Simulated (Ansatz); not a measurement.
hcp Ti was calculated with PBE (PAW; Ansatz, an electronic-structure program).

Run with plane-wave cutoff 520 eV, 18×18×8 k mesh (along the axes of the cell as run), Fermi–Dirac smearing 0.1 eV, perturbation theory, no spin polarisation, scalar-relativistic PAW data made under PBE.

Computed at the level's own relaxed cell.

Harmonic phonon frequencies (cm⁻¹; i marks an imaginary mode):

| q point | frequencies |
|---|---|
| Γ | 0 0 0 124 124 190 |
| M | 100 114 210 225 226 242 |
| K | (withheld) |

### Question
Fill in the missing entries.

### Answer

- K, frequencies: 171 171 190 190 217 276

No imaginary mode appears at these points.
